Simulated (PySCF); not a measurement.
## OH⁺: one state, many levels of theory

State: ³Σ⁻ (triplet), unpaired electrons π ↑↑. Set-up: basis H def2-SVPD, O def2-SVPD; no relativity; PySCF 2.14. De refers to H⁺ + O in their high-spin ground configurations, without counterpoise correction. The functionals are run spin-unrestricted. A positive dipole points towards O; it is taken about the centre of mass and depends on that origin.

```json
{"Level": "UHF", "Re (Å)": "1.012", "ωe (cm⁻¹)": "3359", "De (eV)": "5.12", "μ (D)": "-2.35"}
{"Level": "UHF-MP2", "Re (Å)": "1.028", "ωe (cm⁻¹)": "3202", "De (eV)": "5.17", "μ (D)": "n/a"}
{"Level": "UHF-SCS-MP2", "Re (Å)": "1.028", "ωe (cm⁻¹)": "3194", "De (eV)": "5.21", "μ (D)": "n/a"}
{"Level": "UHF-CCSD", "Re (Å)": "1.034", "ωe (cm⁻¹)": "3128", "De (eV)": "5.24", "μ (D)": "n/a"}
{"Level": "UHF-CCSD(T)", "Re (Å)": "1.035", "ωe (cm⁻¹)": "3109", "De (eV)": "5.24", "μ (D)": "n/a"}
{"Level": "LDA", "Re (Å)": "1.061", "ωe (cm⁻¹)": "2880", "De (eV)": "4.94", "μ (D)": "-2.36"}
{"Level": "PBE", "Re (Å)": "1.053", "ωe (cm⁻¹)": "2936", "De (eV)": "5.10", "μ (D)": "-2.30"}
{"Level": "PBEsol", "Re (Å)": "1.056", "ωe (cm⁻¹)": "2919", "De (eV)": "5.07", "μ (D)": "-2.31"}
{"Level": "r²SCAN", "Re (Å)": "1.040", "ωe (cm⁻¹)": "3052", "De (eV)": "5.16", "μ (D)": "-2.31"}
{"Level": "PBE0", "Re (Å)": "1.037", "ωe (cm⁻¹)": "3095", "De (eV)": "5.11", "μ (D)": "-2.31"}
{"Level": "HSE06", "Re (Å)": "1.037", "ωe (cm⁻¹)": "3090", "De (eV)": "5.11", "μ (D)": "-2.31"}
{"Level": "B2PLYP", "Re (Å)": "1.036", "ωe (cm⁻¹)": "3100", "De (eV)": "5.06", "μ (D)": "-2.37"}
```

(1) Which functional lies closest to UHF-CCSD(T) in De, which farthest, and by how much do they differ from it?

(2) What does a quarter of exact exchange do here, going from PBE to PBE0?

(3) What does the step from GGA to meta-GGA do here, going from PBE to r²SCAN?

Correlated steps freeze 1 core orbital. Correlated levels converge slowly with the basis: in double zeta they bind strong bonds too weakly, by up to about 1 eV, and carry superposition errors of some tenths. For an ion De counts to the pair picked by the measured ionisation energies or electron affinities, which need not be the lowest pair at this level. B2PLYP dipoles, levels and charges come from its SCF part alone. The state was picked by a PBE0 search and need not be the measured ground state.

## Answers

(1) Closest is r²SCAN (+0.5 pm in Re, -1.8 % in ωe, -0.08 eV in De against UHF-CCSD(T) in the same basis), farthest LDA (+2.6 pm in Re, -7.4 % in ωe, -0.30 eV in De). CCSD(T) converges more slowly with the basis than the functionals do and binds too weakly in this one, so the order can change at the basis-set limit.

(2) PBE0 less PBE: -1.6 pm in Re, +5.4 % in ωe, +0.01 eV in De. Exact exchange removes part of the self-interaction that spreads semilocal densities, and in most molecules shortens and stiffens the bond and lowers De; so it does here.

(3) r²SCAN less PBE: -1.3 pm in Re, +4.0 % in ωe, +0.06 eV in De.
